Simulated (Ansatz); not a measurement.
# CH₆NSi+: single points off equilibrium

One table from this session's results is given with a row withheld; the runs are named, their logs left out.

Program: Ansatz 0.2.0, Gaussian basis. Level of theory: single points in def2-TZVPP. These are calculated values, not measurements.

Cores are frozen in the correlated methods.

## The system as given

SMILES `N[CH+][SiH3]`, 9 atoms, charge 1, spin multiplicity 1.

Atoms are counted from 1 here; the program's logs count them from 0.

Bond lengths: N1–C2 1.183 Å, N1–H4 1.116 Å, N1–H5 1.051 Å, C2–Si3 2.010 Å, C2–H6 0.929 Å, Si3–H7 1.432 Å, Si3–H8 1.535 Å, Si3–H9 1.525 Å. Angles: C2–N1–H4 122.6°, C2–N1–H5 131.6°, H4–N1–H5 105.0°, N1–C2–Si3 125.7°, N1–C2–H6 119.2°, Si3–C2–H6 115.0°, C2–Si3–H7 105.4°, C2–Si3–H8 96.1°, C2–Si3–H9 96.3°, H7–Si3–H8 119.5°, H7–Si3–H9 121.6°, H8–Si3–H9 110.9°.

Geometry (Å):

```csv
atom,x (Å),y (Å),z (Å)
N1,-0.6850,0.7882,-1.0151
C2,0.0373,0.7227,-0.0807
Si3,0.6459,-0.9701,0.8150
H4,-1.2033,-0.1055,-1.4383
H5,-1.1066,1.6107,-1.5158
H6,0.4049,1.5036,0.2639
H7,2.0456,-1.0696,0.5280
H8,-0.3415,-1.8998,0.0953
H9,0.1398,-0.6121,2.2081
```

The first run:

Contents of run/in.yaml:

```yaml
crystal:
  periodic: [false, false, false]
  atoms:
    - {symbol: N, position_ang: [-0.685000, 0.788200, -1.015100]}
    - {symbol: C, position_ang: [0.037300, 0.722700, -0.080700]}
    - {symbol: Si, position_ang: [0.645900, -0.970100, 0.815000]}
    - {symbol: H, position_ang: [-1.203300, -0.105500, -1.438300]}
    - {symbol: H, position_ang: [-1.106600, 1.610700, -1.515800]}
    - {symbol: H, position_ang: [0.404900, 1.503600, 0.263900]}
    - {symbol: H, position_ang: [2.045600, -1.069600, 0.528000]}
    - {symbol: H, position_ang: [-0.341500, -1.899800, 0.095300]}
    - {symbol: H, position_ang: [0.139800, -0.612100, 2.208100]}
basis:
  gaussian: {orbitals: def2-TZVPP}
total_charge: 1
correlation: {method: ccsd_t}
output: {forces: true}
```

No record of the launch command was kept for these runs.

Among the steps run: CCSD(T)/def2-TZVPP; PBE0-D4/def2-TZVPP; wB97M-V/def2-TZVPP; r2SCAN-D4/def2-TZVPP; PBE-D4/def2-TZVPP; CAM-B3LYP-D4/def2-TZVPP; wB97X-V/def2-TZVPP.

One table of the session follows, with a row left open; its other results are not shown here.

| method | RMS force component (eV/Å) | angle to CCSD(T) forces (°) |
| --- | --- | --- |
| CCSD(T) | 3.554 | reference |
| PBE0-D4 | 3.401 | 3.5 |
| wB97M-V | 3.423 | 2.2 |
| r2SCAN-D4 | 3.400 | 2.8 |
| PBE-D4 | ? | ? |
| CAM-B3LYP-D4 | 3.371 | 3.3 |
| wB97X-V | 3.495 | 2.1 |

**Question.** Estimate the row for PBE-D4.

As computed: RMS force component (eV/Å): 3.418; angle to CCSD(T) forces (°): 3.6. In the column «RMS force component (eV/Å)» it lies between PBE0-D4 (3.401) and wB97M-V (3.423).
